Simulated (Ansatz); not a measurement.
Rutile PbO2

These are rVV10 in Ansatz (PAW) values and carry that method's errors.

Run with plane-wave cutoff 520 eV, 12×12×16 k mesh (along the axes of the cell as run), Fermi–Dirac smearing 0.05 eV, scalar-relativistic PAW data made under PBE.

Cell: relaxed at this level.

```yaml
volume_per_atom: 14.95 Å³/atom
bulk modulus B0: 111 GPa
equilibrium_lattice_constant_a: 5.068 Å
lattice_parameter_c: 3.492 Å
pressure derivative B′ of the bulk modulus: 5.6
```

Measured, for comparison: lattice constant a 4.958 Å (room temperature, no zero-point or thermal correction, our sources range from 4.950 to 4.958; as tabulated in Hiroi (2015), arXiv:1503.02262); lattice parameter c 3.388 Å (room temperature, no zero-point or thermal correction; as tabulated in Hiroi (2015), arXiv:1503.02262). Computed (rounded) less measured: lattice constant a +2.2 % (+2.2 % to +2.4 % over the range), lattice parameter c +3.1 %.

Note: the bulk modulus comes from volumes at which shape and atoms were relaxed.

Spin–orbit coupling is not included; it can shift volumes and moduli of such heavy elements.

Ansatz is a first-principles code.
